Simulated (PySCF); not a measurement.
Species: C₃H₇NO.
Bonds: C1–C2, C2–N3, N3–C4, C4–O5 (double). Hydrogens: H6, H7, H8 on C1; H9, H10 on C2; H11 on N3; H12 on C4.

Computed by this run: PBE0-D3(BJ)/def2-TZVP geometry optimisation, gas phase in PySCF; density fitting, grid level 2; the optimiser is geomeTRIC in internal coordinates, started from a GFN2-xTB structure with every atom displaced at random (about 0.01 Å).

Step 0: E = -6757.4589 eV
```
atom  x, y, z in Å  |  force x, y, z in eV/Å
C1     -1.5490   -0.3000    0.1176   -0.863   1.772  -0.715
C2     -0.3694    0.6411   -0.0601   -0.150  -0.148   0.599
N3      0.8302    0.0281    0.4251    1.567  -0.544   0.397
C4      1.9165   -0.2832   -0.3766   -1.878   0.444   0.584
O5      1.9443   -0.0579   -1.5613    0.384  -0.044  -0.080
H6     -2.4629    0.2129   -0.2815    0.570  -0.534   0.330
H7     -1.4008   -1.2078   -0.4243    0.115  -0.714  -0.334
H8     -1.7168   -0.4959    1.1589   -0.136  -0.282   0.629
H9     -0.1919    0.8646   -1.0966    0.001   0.165  -0.514
H10    -0.5329    1.5874    0.4821   -0.070  -0.179  -0.208
H11     0.8654   -0.2369    1.4135    0.102   0.167  -0.754
H12     2.7069   -0.7798    0.1925    0.357  -0.102   0.065
```

Step 1: E = -6757.5561 eV
```
atom  x, y, z in Å  |  force x, y, z in eV/Å
C1     -1.5377   -0.2872    0.0811   -0.022  -0.078  -0.025
C2     -0.3655    0.6709   -0.0106    0.015   0.011  -0.048
N3      0.8707    0.0936    0.4707   -0.135   0.026  -0.100
C4      1.8361   -0.3264   -0.3722    0.398  -0.076   0.053
O5      1.8384   -0.1981   -1.5765   -0.113  -0.033   0.151
H6     -2.4445    0.1756   -0.3179    0.043  -0.011   0.004
H7     -1.3249   -1.1888   -0.5030   -0.070   0.069   0.090
H8     -1.7430   -0.5797    1.1153    0.031  -0.015  -0.038
H9     -0.1819    0.9303   -1.0551    0.003   0.044   0.055
H10    -0.5679    1.5974    0.5329   -0.016   0.006   0.029
H11     0.9812   -0.1106    1.4510   -0.035   0.005  -0.084
H12     2.6786   -0.8043    0.1737   -0.099   0.051  -0.086
```

Question: Estimate the geometry and energy of step 2. (The exact step hangs on the optimiser's Hessian estimate; all steps are aligned on step 1, rigid shifts and turns removed.)

Answer: E = -6757.5385 eV, largest force 0.840 eV/Å
```
atom  x, y, z in Å  |  force x, y, z in eV/Å
C1     -1.5465   -0.2864    0.0826    0.012  -0.012  -0.016
C2     -0.3762    0.6748   -0.0219    0.195  -0.101  -0.262
N3      0.8690    0.0930    0.4299    0.176  -0.133   0.758
C4      1.8794   -0.3346   -0.3574   -0.666   0.225  -0.461
O5      1.8639   -0.2290   -1.5623    0.390  -0.124  -0.151
H6     -2.4609    0.1849   -0.2844   -0.002   0.012   0.003
H7     -1.3583   -1.1797   -0.5163   -0.007   0.007   0.014
H8     -1.7226   -0.5960    1.1162    0.016   0.001   0.001
H9     -0.2128    0.9608   -1.0615   -0.023   0.023  -0.009
H10    -0.5710    1.5888    0.5465    0.021  -0.013   0.020
H11     0.9629   -0.1073    1.4106   -0.042   0.035   0.108
H12     2.7128   -0.7966    0.2073   -0.070   0.080  -0.006
```

The energy changes by +0.0176 eV. The first-order estimate −F·Δx gives -0.0251 eV and the mean of the old and new forces, exact on a quadratic surface, +0.0173 eV. The step makes an angle of 69° with the force vector and moves no atom by more than 0.049 Å. The energy falls at the start of this step and ends higher, so the step passed the lowest point of its straight line.

What follows is the cost of the whole optimisation. On an Arm Neoverse V2 with one thread, no GPU, shared host with 192 logical CPUs at a one-minute load of 52, this took 94 s wall and 0.73 GiB of memory at its peak.
